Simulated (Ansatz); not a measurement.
ammonia (H3N), SMILES N.

The structure is a stationary point at PBE-D3(BJ)/def2-TZVPD.

Two levels are set side by side: PBE/def2-TZVPD (Ansatz, a first-principles code) and ωB97X-V/def2-TZVPD (Ansatz). Energy differences of separate SCF runs at the same geometry; the states with an electron removed or added have multiplicity 2 and 2. Differences are taken from unrounded values.

```tsv
quantity	ωB97X-V
vertical ionisation energy (eV)	10.94
vertical singlet–triplet gap (eV)	6.63
```

Task: What does PBE give, and how far is it from ωB97X-V? (Estimate from the structure and the level; the computed values follow.)

Result: 
```json
[
 {"quantity": "vertical ionisation energy (eV)", "PBE": "10.96", "PBE minus ωB97X-V": "0.01"},
 {"quantity": "vertical singlet–triplet gap (eV)", "PBE": "6.28", "PBE minus ωB97X-V": "-0.35"}
]
```
